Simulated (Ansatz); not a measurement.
**Yb, fcc: how the functional moves the structure**

All rows: Ansatz, plane waves with scalar-relativistic PAW, 420 eV (500 eV for the SCAN forms), relaxed under each functional, no dispersion correction, no zero-point motion. B₀ comes from uniform scaling at fixed shape; a dash is a value not given.

The measured cell (COD entry 9010997) has a = 5.486 Å, 41.28 Å³/atom.

```csv
functional,V (Å³/atom),cell,B₀ (GPa),magnetic state
PBE,35.62,a = 5.223 Å,20,non-magnetic
PBEsol,32.57,a = 5.069 Å,21,non-magnetic
LDA,29.62,a = 4.912 Å,24,non-magnetic
revPBE,37.87,a = 5.331 Å,18,non-magnetic
RPBE,38.67,a = 5.368 Å,17,non-magnetic
BLYP,37.25,a = 5.301 Å,17,non-magnetic
```

Problem. What does r²SCAN give?

Solution. V (Å³/atom): 35.18; cell: a = 5.202 Å; B₀ (GPa): 21; magnetic state: non-magnetic.

Problem. Which functional comes closest to the measured volume?

Solution. RPBE, off by -6.3 %. The measured value holds thermal expansion and zero-point motion, which the calculations lack.

Semilocal functionals delocalise ytterbium's f shell and shrink the cell.
